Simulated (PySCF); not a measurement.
Homolysis of single bonds, series In Cl-OH. Gas-phase values, no solvent. One relaxed conformer stands for each flexible species; it need not be the lowest. Strings in code marks are SMILES.

The dipole moment from two functionals at the same geometries (B3LYP-D3(BJ)/def2-TZVP), both in PySCF: PBE-D3(BJ)/def2-TZVP and ωB97X-D3(BJ)/def2-TZVP. 

```tsv
species	PBE-D3(BJ)/def2-TZVP (D)
whole molecule (`[Cl][In]([Cl])[Cl]`)	0.00
radical fragment (`[Cl][In][Cl]`)	2.44
radical fragment (`[OH]`)	1.73
```

Problem. What does ωB97X-D3(BJ)/def2-TZVP give for each?

Solution. 
- whole molecule (`[Cl][In]([Cl])[Cl]`): 0.00
- radical fragment (`[Cl][In][Cl]`): 2.87
- radical fragment (`[OH]`): 1.78
Over these rows, drawn at random from the members with no instability flagged (it was tested for open shells, ions and some series alone), PBE minus ωB97X-D3(BJ): mean -0.16 D, from -0.43 D to 0.00 D.
